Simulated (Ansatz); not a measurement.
Write a Python script for Ansatz 0.2.0, Python API that makes a composite energy at a relaxed geometry of BH3OSi, SMILES B1O[SiH2]1. Level of theory (for the species named): B3LYP, def2-SVP basis, multiplicity 1.

```xyz
6

B    -0.8298   -0.7084   -0.5566
O     0.3668   -1.1409    0.0398
Si    0.4980    0.5210    0.1857
H    -1.9851   -0.6596   -0.5904
H     1.5557    1.0215   -0.7437
H     0.4365    0.9023    1.6191
```

`bh3osi.py`
```python
# -*- coding: utf-8 -*-
"""Relax BH3OSi cheaply, then refine its energy."""

from dataclasses import dataclass
import itertools
import logging
import sys

import ansatz as az
from ase.data import atomic_numbers, covalent_radii
import numpy as np

logging.basicConfig(stream=sys.stdout, format="%(levelname)s:%(name)s:%(message)s")
logger = logging.getLogger("run")
logger.setLevel(logging.INFO)


@dataclass
class RunConfig:
    basis_set: str = "def2-SVP"
    functional: str = "b3lyp"


cfg = RunConfig()

GEOMETRY = """
B    -0.82980   -0.70840   -0.55660
O     0.36680   -1.14090    0.03980
Si    0.49800    0.52100    0.18570
H    -1.98510   -0.65960   -0.59040
H     1.55570    1.02150   -0.74370
H     0.43650    0.90230    1.61910
"""


def main():
    system = az.Crystal.molecule()
    for line in GEOMETRY.strip().splitlines():
        symbol, *xyz = line.split()
        system = system.atom(symbol, [float(v) for v in xyz])

    setup = system.calculation().basis(gaussian=cfg.basis_set).functional(cfg.functional)
    symbols = [site.symbol for site in system.cartesian_sites]
    start = np.array([site.position_ang for site in system.cartesian_sites], dtype=float)
    report = setup.relax(force_tolerance=0.01).run(threads=1, backend="cpu").report
    end = np.array(report["positions_ang"])
    # pairs closer than 1.2 times the sum of covalent radii, before or after
    radius = [covalent_radii[atomic_numbers[s]] for s in symbols]
    span = lambda where, i, j: np.linalg.norm(where[i] - where[j])
    bonded = [(i, j) for i, j in itertools.combinations(range(len(symbols)), 2) if min(span(start, i, j), span(end, i, j)) < 1.2 * (radius[i] + radius[j])]
    logger.info("pair        before    after (A)")
    for i, j in bonded:
        print(f"{symbols[i]}{i}-{symbols[j]}{j}".ljust(10), f"{span(start, i, j):8.4f} {span(end, i, j):8.4f}")

    minimum = az.Crystal.molecule()
    for symbol, place in zip(symbols, end):
        minimum = minimum.atom(symbol, place.tolist())
    at_minimum = minimum.calculation()
    # MP2 extrapolated to the basis limit, plus the small-basis difference CCSD(T) - MP2
    level = lambda method, basis: at_minimum.basis(gaussian=basis).correlation(method).run(threads=1, backend="cpu").report
    small, large, cluster = level("mp2", "cc-pVDZ"), level("mp2", "cc-pVTZ"), level("ccsd_t", "cc-pVDZ")
    corr = lambda each: (each["free_energy_ev"] - each["reference_energy_ev"]) / 27.211386246
    mp2_limit = (27 * corr(large) - 8 * corr(small)) / 19
    pieces = {"HF / cc-pVTZ": large["reference_energy_ev"] / 27.211386246, "MP2 correlation, DZ-TZ limit": mp2_limit, "CCSD(T) - MP2 / cc-pVDZ": corr(cluster) - corr(small)}
    for name, value in pieces.items():
        logger.info(f"{name:32s} {value:14.6f} Ha")
    logger.info(f"{'sum':32s} {sum(pieces.values()):14.6f} Ha")
    print("T1 diagnostic", round(cluster["correlation"]["coupled_cluster"]["t1_diagnostic"], 4))


if __name__ == "__main__":
    main()
```

```console
$ python bh3osi.py
INFO:run:pair        before    after (A)
B0-O1        1.4052   1.3286
B0-Si2       1.9559   1.9235
B0-H3        1.1568   1.2004
O1-Si2       1.6734   1.8059
Si2-H4       1.4943   1.4867
Si2-H5       1.4845   1.4867
INFO:run:HF / cc-pVTZ                        -390.278557 Ha
INFO:run:MP2 correlation, DZ-TZ limit          -0.492323 Ha
INFO:run:CCSD(T) - MP2 / cc-pVDZ               -0.042284 Ha
INFO:run:sum                                 -390.813165 Ha
T1 diagnostic 0.0192
```

Total energies depend on the basis set; only differences at equal settings carry meaning. The sum leaves out core correlation, relativity, the Hartree-Fock basis error and zero-point energy; a DZ-TZ extrapolation is rough. b3lyp holds the VWN-RPA fit, as in Gaussian; the form of ORCA and Turbomole is b3lyp5. Inner cores stay frozen, so this is valence correlation. For Al to Cl the sets with a tight d function, cc-pV(X+d)Z, are usual. An extrapolation from small basis sets is rough. Finished in 18 s on 1 thread of Arm Neoverse V2, on a shared host, peak memory 0.27 GiB.
